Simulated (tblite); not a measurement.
1,1-difluoro-2-methylpropane, C4H8F2.
Bonds: C1–C2, C2–C3, C2–C4, C4–F5, C4–F6. Hydrogens: H7, H8, H9 on C1; H10 on C2; H11, H12, H13 on C3; H14 on C4.

Computed with GFN2-xTB (tblite), gas phase: Langevin dynamics at 300 K from the optimised GFN2-xTB geometry, time step 0.5 fs, friction 0.01 fs⁻¹, 2000 steps.

The start geometry, which sets the zero of energy:
```
atom  x, y, z in Å
C1      1.403   -0.297    0.215
C2      0.014   -0.155   -0.404
C3     -1.012   -1.028    0.314
C4     -0.436    1.304   -0.355
F5     -0.405    1.792    0.909
F6      0.392    2.096   -1.083
H7      1.743   -1.326    0.137
H8      2.114    0.345   -0.299
H9      1.375   -0.016    1.266
H10     0.058   -0.430   -1.463
H11    -1.990   -0.947   -0.156
H12    -0.700   -2.068    0.284
H13    -1.099   -0.723    1.354
H14    -1.457    1.453   -0.741
```

Question: These frames come from the run, each turned onto the start geometry. Order them by potential energy, lowest first.
A.
```
atom  x, y, z in Å
C1      1.456   -0.288    0.164
C2     -0.013   -0.125   -0.472
C3     -1.014   -1.054    0.300
C4     -0.437    1.398   -0.284
F5     -0.174    1.803    0.939
F6      0.192    2.180   -1.184
H7      1.687   -1.355    0.085
H8      2.217    0.307   -0.281
H9      1.359   -0.119    1.299
H10     0.073   -0.465   -1.519
H11    -0.514   -1.887    0.796
H12    -1.662   -0.512    1.025
H13    -1.726   -1.504   -0.367
H14    -1.445    1.619   -0.521
```
B.
```
atom  x, y, z in Å
C1      1.319   -0.279    0.175
C2     -0.089   -0.120   -0.328
C3     -1.021   -1.151    0.257
C4     -0.380    1.390   -0.225
F5      0.118    1.797    0.943
F6      0.326    2.099   -1.094
H7      1.616   -1.289    0.119
H8      2.088    0.229   -0.406
H9      1.617    0.053    1.167
H10    -0.201   -0.322   -1.457
H11    -0.893   -2.170   -0.223
H12    -1.013   -1.266    1.315
H13    -2.020   -0.790   -0.043
H14    -1.468    1.818   -0.221
```
C.
```
atom  x, y, z in Å
C1      1.483   -0.240    0.351
C2      0.110   -0.130   -0.378
C3     -1.019   -1.066    0.267
C4     -0.507    1.308   -0.472
F5     -0.479    1.884    0.788
F6      0.228    2.139   -1.340
H7      1.744   -1.302    0.450
H8      2.290    0.274   -0.171
H9      1.408    0.159    1.381
H10     0.194   -0.479   -1.476
H11    -1.947   -0.524    0.594
H12    -1.390   -1.856   -0.386
H13    -0.566   -1.487    1.193
H14    -1.548    1.320   -0.824
```
D.
```
atom  x, y, z in Å
C1      1.427   -0.290    0.252
C2      0.040   -0.134   -0.375
C3     -1.039   -1.005    0.344
C4     -0.458    1.267   -0.409
F5     -0.518    1.765    0.835
F6      0.392    1.988   -1.148
H7      1.802   -1.331    0.089
H8      2.159    0.412   -0.202
H9      1.369   -0.038    1.287
H10     0.140   -0.343   -1.416
H11    -2.081   -0.744    0.100
H12    -0.844   -1.990    0.032
H13    -0.944   -0.902    1.435
H14    -1.446    1.345   -0.848
```
E.
```
atom  x, y, z in Å
C1      1.401   -0.347    0.098
C2      0.026   -0.164   -0.462
C3     -1.039   -0.975    0.342
C4     -0.430    1.337   -0.379
F5     -0.405    1.657    0.982
F6      0.497    2.132   -0.922
H7      1.805   -1.307   -0.196
H8      2.009    0.456   -0.278
H9      1.411   -0.395    1.203
H10    -0.032   -0.491   -1.497
H11    -0.581   -1.957    0.584
H12    -1.287   -0.554    1.327
H13    -1.942   -1.015   -0.260
H14    -1.434    1.623   -0.565
```

Answer: D (0.309 eV), E (0.441 eV), C (0.510 eV), A (0.614 eV), B (0.798 eV).

In the order of the answer:

```csv
t (fs),E above start (eV),largest force (eV/Å),rms force component (eV/Å),rms distance from start (Å),rms bond change (Å),bond most changed (Å)
200,0.309,1.36,0.552,0.164,0.025,C2–C4 -0.041
750,0.441,2.94,0.725,0.891,0.027,C2–C4 +0.043
375,0.510,1.88,0.656,0.466,0.037,C2–C3 +0.076
550,0.614,3.10,0.882,0.929,0.041,C1–C2 +0.082
850,0.798,2.14,0.871,0.768,0.033,C4–H14 +0.067
```

The cost below is that of the whole dynamics run. Hardware: AMD EPYC, one thread, shared host with 64 logical CPUs at a one-minute load of 58. Cost: 27 s wall, 0.18 GiB resident at most.
